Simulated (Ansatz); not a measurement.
# N2: the cost of one run

Method: Hartree-Fock, Gaussian basis cc-pV(T+d)Z, and further levels as typed in the inputs, in Ansatz 0.2.0.

**1. The starting structure**

Bond lengths: N1–N2 1.100 Å.

As a file:

```xyz
2

N     0.0000    0.0000    0.0000
N     0.0000    0.0000    1.1000
```

**2. Relaxing the atoms: N2**

The input, input.yaml:

```yaml
relax:
  f_tol: 0.001
  max_steps: 200
crystal:
  periodic: [false, false, false]
  atoms:
    - { symbol: "N", position_ang: [0.0, 0.0, 0.0] }
    - { symbol: "N", position_ang: [0.0, 0.0, 1.1] }
basis:
  gaussian: { orbitals: "cc-pV(T+d)Z.json" }
hamiltonian:
  xc: hf
```

Command:

```bash
ansatz run input.yaml --threads 1 --pin off --max-ram 3072MiB --backend cpu --events-out ev --progress --plain --runs-dir out
```

**Question.** How long does this run take on 1 thread of AMD EPYC 9R45 (Zen 5), shared host, and how much memory does it need?

About 1.3 s, with a peak of 0.11 GiB.
